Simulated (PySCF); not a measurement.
# The electron affinity along the third row

All values are computed (PySCF 2.14, energy differences of UHF-based or UKS calculations, no spin-orbit coupling). Values in eV. The last column holds reference values (measured affinities from photodetachment; the arrow runs from anion to atom). Unmarked ones compare directly (S terms, centres of terms, or small fine structure); those marked * lie between the lowest fine-structure levels and include a spin-orbit shift.

```
                          element               configurations     UHF  MP2 (valence)  CCSD (valence)  CCSD(T) (valence)    LDA   PBE0  reference
Al (dyall-av3z, non-relativistic)  [Ne] 3s2 3p2 → [Ne] 3s2 3p1   0.014          0.364           0.373              0.425  0.649  0.537    0.433 *
 P (dyall-av3z, non-relativistic)  [Ne] 3s2 3p4 → [Ne] 3s2 3p3  -0.325          0.468           0.546              0.615  1.040  0.786    0.747 *
 S (dyall-av3z, non-relativistic)  [Ne] 3s2 3p5 → [Ne] 3s2 3p4   0.884          1.931           1.862              1.946  2.394  2.066    2.077 *
Cl (dyall-av3z, non-relativistic)          [Ar] → [Ne] 3s2 3p5   2.376          3.628           3.411              3.502  3.934  3.570    3.613 *
```

Fill in the row of Si (dyall-av3z, non-relativistic) ([Ne] 3s2 3p3 → [Ne] 3s2 3p2).

UHF 0.851; MP2 (valence) 1.387; CCSD (valence) 1.326; CCSD(T) (valence) 1.386; LDA 1.597; PBE0 1.460; reference 1.390 * (eV).

The highest occupied level of the anion is positive for Al⁻ at LDA, PBE0; Si⁻ at LDA, PBE0; P⁻ at LDA, PBE0; S⁻ at LDA, PBE0; Cl⁻ at LDA, so there the basis helps to hold the electron.

"Valence" correlates the outer s and p shells and, in groups 3 to 12 and the f block, the outer d or f shell, open or full, or the next shell where the ion has no valence electron left; the wider scheme adds the next inner shell.
